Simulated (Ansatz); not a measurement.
Input file:

```yaml
crystal:
  periodic: [false, false, false]
  atoms:
    - {symbol: O, position_ang: [-1.076406, -0.027457, 0.000000]}
    - {symbol: H, position_ang: [-1.325715, 0.899119, 0.000000]}
    - {symbol: H, position_ang: [0.084594, -0.027457, 0.000000]}
    - {symbol: O, position_ang: [1.154594, -0.027457, 0.000000]}
basis:
  gaussian: {orbitals: cc-pVDZ}
magnetization: {spin_polarized: true, initial_magnetization: 2}
hamiltonian: {xc: {name: B3LYP}}
```

```sh
$ ansatz run in.yaml --threads 1 --pin off --events-out ev --progress --plain --max-ram 2393MiB
```

Task: Roughly how long does this take on 1 thread of Arm Neoverse V1, shared host, and how much host memory?

Result: 3.3 s wall and 0.16 GiB.

```
344 factors; integrals over basis functions are off by at most 1.6e-3 eV
mean field evaluation 1: about -4115.5793 eV, gradient 3.8e1 eV
mean field evaluation 2: about -4065.6260 eV, gradient 1.1e2 eV
mean field evaluation 4: about -4119.9168 eV, gradient 1.8e1 eV
mean field evaluation 8: about -4121.2970 eV, gradient 9.0e-1 eV
mean field evaluation 16: about -4121.3686 eV, gradient 5.5e-1 eV
mean field evaluation 32: about -4121.3982 eV, gradient 5.7e-1 eV
mean field evaluation 64: about -4121.5347 eV, gradient 2.4e0 eV
mean field -4121.72237093 eV, -151.4705033278 hartree, gradient 1.9e-6 eV, S^2 2.008468; 6 other end points of the search recorded, 0 dependent functions left out
reference -4121.72248448 eV, -151.4705075007 hartree; 10, 8 occupied and 28, 30 virtual orbitals, 344 factors
Total energy: -4121.72248448 eV, -151.4705075007 hartree
```
